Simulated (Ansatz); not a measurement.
C₄H₈S₂, SMILES `C1CSCSC1` at its PBE0-D4/def2-TZVP geometry, where that method's forces vanish. The species carries charge 0 and has multiplicity 1.

```xyz
14

C    -0.6549    0.4743   -1.0900
C    -0.9475    0.9377    0.3338
S    -0.8640   -0.4145    1.5253
C     0.9299   -0.6739    1.5481
S     1.7836   -0.2508    0.0062
C     0.4492   -0.5761   -1.1637
H    -0.3740    1.3483   -1.6866
H    -1.5620    0.0535   -1.5356
H    -0.2489    1.7149    0.6471
H    -1.9544    1.3500    0.4165
H     1.3956   -0.0662    2.3260
H     1.0781   -1.7274    1.7921
H     0.9125   -0.5945   -2.1515
H     0.0569   -1.5751   -0.9677
```

(1) What forces (eV/Å) does PBE-D4/def2-TZVPP give on these atoms in Ansatz? (Estimate.)

## Answers

(1) Ansatz gave: 
```
C1  -0.016  0.012 -0.027
C2  -0.022  0.076 -0.031
S3  -0.340 -0.213  0.231
C4   0.025 -0.018  0.041
S5   0.433  0.146 -0.077
C6  -0.038 -0.032 -0.069
H7   0.054  0.180 -0.127
H8  -0.188 -0.083 -0.096
H9   0.143  0.174  0.062
H10 -0.201  0.090  0.028
H11  0.122  0.128  0.162
H12  0.017 -0.229  0.070
H13  0.099 -0.015 -0.198
H14 -0.087 -0.214  0.031
```
